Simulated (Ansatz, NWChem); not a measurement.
## Predicting a hybrid from its neighbours: C2H3Cl2F (1,1-dichloro-1-fluoroethane)

C2H3Cl2F has 8 atoms, charge 0, and is taken as a singlet. SMILES: `CC(F)(Cl)Cl`. Geometry: relaxed at PBE0-D4/def2-TZVP.

The HOMO–LUMO gap y, in eV, basis 6-31G(d); a is the functional's share of exact exchange. Programs: Ansatz 0.2.0, NWChem 7.3.0.

| functional | program | a | y (eV) |
| --- | --- | --- | --- |
| BLYP | Ansatz | 0 | 6.11 |
| TPSS | NWChem | 0 | 6.42 |
| B3LYP | Ansatz | 0.2 | 8.16 |
| PBE0 | Ansatz | 0.25 | ? |
| r2SCAN0 | Ansatz | 0.25 | 9.05 |
| BHLYP | Ansatz | 0.5 | 11.23 |

Problem. Fit y = c + s·a to the known rows and predict PBE0.

Solution. 
1. Means of the 5 rows: a = 0.1900, y = 8.194.
2. Σ(Δa)² = 0.172, Σ(Δa·Δy) = 1.7252, so the slope is 1.7252/0.172 = 10.03.
3. Intercept: 8.194 − (10.03) × 0.1900 = 6.288. The largest residual of the fit is 0.25.
4. PBE0: 6.288 + (10.03) × 0.25 = 8.80 eV.

The run gave 8.71 eV, so the prediction is off by +0.09 eV, within the scatter of the fit. Exact exchange lowers occupied levels and raises empty ones. The rows mix families of semi-local functionals, which the line can't see.
